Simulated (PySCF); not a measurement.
BH5P (charge -1).
SMILES: `[BH3-]P`

A PySCF run (density fitting, gas phase, GFN2-xTB geometry) gave HOMO -1.06 eV, LUMO 4.66 eV.

Question: Which of these levels was it?
A. PBE0/def2-SVPD
B. PBE0/pcSseg-1
C. PBE/aug-cc-pVDZ
D. WP04/MINI
E. B97-D/def2-TZVP

Answer: A. It is PBE0/def2-SVPD. All candidates on this geometry:

| level and settings | kind | basis functions | SCF cycles | E (Eh) | HOMO (eV) | LUMO (eV) |
| --- | --- | --- | --- | --- | --- | --- |
| PBE/aug-cc-pVDZ | GGA | 95 | 13 | -369.0138 | -0.12 | 3.01 |
| B97-D/def2-TZVP, grid level 4 | GGA | 98 | 12 | -369.2363 | 0.08 | 5.28 |
| PBE0/def2-SVPD | global hybrid | 84 | 11 | -368.9332 | -1.06 | 4.66 |
| PBE0/pcSseg-1 | global hybrid | 66 | 11 | -369.0360 | -0.98 | 6.29 |
| WP04/MINI, energy threshold 1e-08 Eh | global hybrid fitted to proton shifts | 19 | 7 | -371.7285 | -3.67 | 4.94 |

The nearest other candidate, by the summed differences of HOMO and LUMO, is PBE0/pcSseg-1: its HOMO differs by +0.08 eV and its LUMO by +1.63 eV. B97-D ran without the empirical dispersion term, which would shift the total energy alone. Cycle counts include a coarse-grid stage where the run had one. WP04 was designed for NMR shieldings or shifts; total energies of different functionals aren't comparable. The HOMO energy is positive at B97-D/def2-TZVP; such an orbital is held in place by the finite basis.
